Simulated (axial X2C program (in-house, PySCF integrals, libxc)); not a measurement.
# Which molecule gave these maps?

PBE0 fields computed with an axial X2C code built on PySCF integrals, with spin–orbit coupling, near the equilibrium distance, one atom at z = 0.

The maps cover the half plane through the axis: z from -2.4 to 3.6 Å along the bond, ρ from 0.15 to 2.25 Å away from it.

log10 of the density in e/bohr³:

```
 ρ\z  -2.4  -1.8  -1.2  -0.6   0.0   0.6   1.2   1.8   2.4   3.0   3.6
0.15  -4.7  -3.4  -2.1  -0.6   0.7  -0.4   0.6  -0.9  -1.5  -2.4  -3.3
0.45  -4.7  -3.5  -2.2  -0.9  -0.2  -0.7  -1.1  -1.1  -1.7  -2.5  -3.3
0.75  -4.9  -3.7  -2.5  -1.5  -0.9  -1.2  -1.4  -1.4  -1.9  -2.6  -3.4
1.05  -5.0  -4.0  -2.9  -2.0  -1.6  -1.8  -1.7  -1.7  -2.2  -2.8  -3.6
1.35  -5.3  -4.3  -3.4  -2.6  -2.3  -2.3  -2.1  -2.1  -2.5  -3.1  -3.8
1.65  -5.5  -4.6  -3.8  -3.2  -2.9  -2.7  -2.5  -2.5  -2.9  -3.4  -4.0
1.95  -5.9  -5.0  -4.3  -3.7  -3.4  -3.2  -3.0  -3.0  -3.2  -3.7  -4.3
2.25  -6.2  -5.4  -4.7  -4.2  -3.9  -3.6  -3.4  -3.4  -3.6  -4.0  -4.6
```

Electron localisation function (collinear form, no current term, damped to 0 at low density):

```
 ρ\z  -2.4  -1.8  -1.2  -0.6   0.0   0.6   1.2   1.8   2.4   3.0   3.6
0.15  0.00  0.01  0.32  0.85  0.21  0.84  1.00  0.83  1.00  1.00  0.53
0.45  0.00  0.01  0.26  0.80  0.85  0.75  0.02  0.98  1.00  1.00  0.42
0.75  0.00  0.01  0.16  0.64  0.77  0.49  0.48  0.99  1.00  0.99  0.24
1.05  0.00  0.00  0.08  0.36  0.48  0.23  0.63  0.99  1.00  0.96  0.09
1.35  0.00  0.00  0.02  0.14  0.18  0.11  0.62  0.98  0.99  0.79  0.02
1.65  0.00  0.00  0.00  0.04  0.05  0.06  0.53  0.94  0.93  0.29  0.00
1.95  0.00  0.00  0.00  0.01  0.01  0.04  0.34  0.74  0.52  0.04  0.00
2.25  0.00  0.00  0.00  0.00  0.00  0.01  0.10  0.20  0.06  0.00  0.00
```

Question: Which molecule is it?
A. AlF
B. PC
C. PO⁺
D. BF

Answer: D. BF, with F at z = 0 and B at z = 1.266 Å, state Ω = 0 (closed shell), basis F dyall-av3z [7s6p3d2f], B dyall-v3z [7s6p2d1f] (cores contracted in-house). The state is a single determinant with fixed occupations, the lowest that a limited PBE0 search found.
